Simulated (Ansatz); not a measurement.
What does this script print? It uses Ansatz's Python interface.

`c4h7no.py`
```python
"""Dispersion corrections for C4H7NO."""

import logging
import sys

import ansatz as az

logging.basicConfig(stream=sys.stdout, format="%(levelname)s:%(name)s:%(message)s")
logger = logging.getLogger("run")
logger.setLevel(logging.INFO)

GEOMETRY = """
C    -2.00890    0.37130    0.05460
C    -0.57290    0.09130    0.45230
O     0.11250   -0.43350   -0.68430
C     1.48170   -0.76000   -0.40600
C     2.34790    0.42880   -0.33450
N     3.03920    1.35900   -0.25460
H    -2.57610    0.77380    0.89850
H    -2.04710    1.08910   -0.77150
H    -2.49760   -0.54390   -0.29560
H    -0.09630    1.01860    0.78720
H    -0.55040   -0.63990    1.26770
H     1.82360   -1.40010   -1.22610
H     1.54440   -1.35450    0.51240
"""

system = az.Crystal.molecule()
for line in GEOMETRY.strip().splitlines():
    symbol, *xyz = line.split()
    system = system.atom(symbol, [float(v) for v in xyz])

calc = system.calculation().basis(gaussian="def2-SVP")
for name in ["pbe0", "blyp"]:
    for correction in ("d3bj", "d4"):
        summary = calc.functional(name, dispersion=correction).run(threads=1, backend="cpu").report
        logger.info(f"{name:8s} {correction:5s} total {summary['free_energy_ev']:.5f} eV, of which dispersion {1000 * summary['dispersion']['energy']['ev']:.2f} meV")
```

Running `python c4h7no.py` prints:
```text
INFO:run:pbe0     d3bj  total -7783.42747 eV, of which dispersion -205.80 meV
INFO:run:pbe0     d4    total -7783.41007 eV, of which dispersion -188.40 meV
INFO:run:blyp     d3bj  total -7789.80611 eV, of which dispersion -496.79 meV
INFO:run:blyp     d4    total -7789.80724 eV, of which dispersion -497.91 meV
```

What to keep in mind:
- Total energies depend on the basis set; only differences at equal settings carry meaning.
- The geometry is a force-field or estimated start, not a minimum of this method, and the basis set is short of its limit. D4 holds the three-body term, and d3bj doesn't.
- Timing: 14 s on 1 thread of Arm Neoverse V1, on a shared host, peak memory 0.28 GiB.
